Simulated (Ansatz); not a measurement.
Start from `CO/C(F)=C/F` and change one atom or group (the configuration at the double bond changes too) to get `CO/C(C)=C\F`.

Ansatz, PBE0-D4/def2-TZVP geometries, multiplicity 1. Each molecule was computed in one conformer, which needn't be the lowest.

| property | `CO/C(F)=C/F` |
| --- | --- |
| HOMO–LUMO gap (ωB97M-V/def2-TZVPP) / eV | 11.98 |
| HOMO energy (PBE/def2-TZVPP) / eV | -5.64 |
| HOMO energy (B3LYP/def2-TZVPP) / eV | -6.78 |
| size of the dipole moment (ωB97M-V/def2-TZVPP) / D | 2.66 |
| size of the dipole moment (B3LYP/def2-TZVPP) / D | 2.66 |
| HOMO energy (PBE0/def2-TZVPP) / eV | -6.97 |

Question: Give the same properties after the change, and the shifts. (Best estimate.)

Answer: Ansatz gave: 
```csv
property,`CO/C(C)=C\F`,shift
HOMO–LUMO gap (ωB97M-V/def2-TZVPP) / eV,11.47,-0.51
HOMO energy (PBE/def2-TZVPP) / eV,-5.06,0.58
HOMO energy (B3LYP/def2-TZVPP) / eV,-6.14,0.64
size of the dipole moment (ωB97M-V/def2-TZVPP) / D,0.67,-1.99
size of the dipole moment (B3LYP/def2-TZVPP) / D,0.67,-1.99
HOMO energy (PBE0/def2-TZVPP) / eV,-6.33,0.64
```

With PBE0 the HOMO rises by 0.64 eV and the LUMO rises by 0.38 eV, so the gap narrows by about 0.26 eV. PBE moves the HOMO by 0.58 eV and ωB97M-V by 0.66 eV. Dipoles are sizes alone; their direction can turn.

B3LYP here is the variant with VWN-RPA as its local correlation; programs differ in this.
